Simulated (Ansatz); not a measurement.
# CH4AlF: the cost of one run

All numbers below are computed with Ansatz 0.2.0 (RKS BHLYP-D4/6-31G*).

### Step 1. The system as given

Bond lengths: Al1–H2 1.560 Å, Al1–F3 1.690 Å, Al1–C4 1.970 Å, C4–H5 1.110 Å, C4–H6 1.110 Å, C4–H7 1.110 Å. Angles: H2–Al1–F3 120.0°, H2–Al1–C4 120.0°, F3–Al1–C4 120.0°, Al1–C4–H5 109.5°, Al1–C4–H6 109.5°, Al1–C4–H7 109.5°, H5–C4–H6 109.4°, H5–C4–H7 109.4°, H6–C4–H7 109.4°.

Coordinates:

```xyz
7

Al    0.0000    0.0000    0.0000
H     0.0000    0.0000    1.5600
F     1.4635    0.0000   -0.8450
C    -1.7060    0.0000   -0.9850
H    -2.2662   -0.9305   -0.7558
H    -2.3102    0.8797   -0.6796
H    -1.5043    0.0508   -2.0753
```

### Step 2. Preparing the start

File input.yaml:

```yaml
crystal:
  periodic: [false, false, false]
  atoms:
    - { symbol: Al, position_ang: [0.0, 0.0, 0.0] }
    - { symbol: H, position_ang: [0.0, 0.0, 1.56] }
    - { symbol: F, position_ang: [1.4635, 0.0, -0.845] }
    - { symbol: C, position_ang: [-1.706, 0.0, -0.985] }
    - { symbol: H, position_ang: [-2.2662, -0.9305, -0.7558] }
    - { symbol: H, position_ang: [-2.3102, 0.8797, -0.6796] }
    - { symbol: H, position_ang: [-1.5043, 0.0508, -2.0753] }
basis:
  gaussian: { orbitals: "6-31G*" }
hamiltonian:
  xc: { name: BHLYP }
  dispersion: d4
relax:
  f_tol: 0.02
  max_steps: 40
```

Started as:

```sh
ansatz run input.yaml --threads 1 --pin off --max-ram 2048MiB --backend cpu --events-out ev --progress --plain --runs-dir out
```

**Question.** How long does this run take on 1 thread of Arm Neoverse V1, shared host, and how much memory does it need?

About 8.4 s, with a peak of 0.13 GiB.
